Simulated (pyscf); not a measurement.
Cl–BH–Cl + HCl → Cl–B(Cl)–Cl + H₂ (four-centre exchange; singlet surface; B–H, Cl–H broken, B–Cl, H–H formed). Single points on ωB97X-D3(BJ)/def2-SVP structures (PySCF, gas phase). Rate constants from transition-state theory, ωB97M-D3(BJ)/def2-TZVP energies (ideal gas, 1 atm, RRHO with modes under 100 cm⁻¹ raised to 100, one conformer, R ln 2 for chiral ones without a mode under 150 cm⁻¹; no tunnelling), k in cm³ molecule⁻¹ s⁻¹.

| T (K) | 1000/T | log10 k |
|---|---|---|
| 298 | 3.354 | -31.74 |
| 600 | 1.667 | ? |
| 900 | 1.111 | -19.01 |
| 1200 | 0.833 | -17.29 |

**Question.** Fit an Arrhenius line to the three values, give the activation energy, and predict k at 600 K.

**Answer.** Least squares gives log10 k = -12.59 − 5.71 × 1000/T, so Ea = 5.71 × ln 10 × 1.987 = 26.1 kcal/mol, against an electronic barrier of 24.8. At 600 K the line gives -22.11; the computed value is -22.28 (ΔG‡ = 44.7 kcal/mol), a factor 1.5 under the line, since the plot is curved. This is the saddle that the search found; another between the same sides may lie lower.
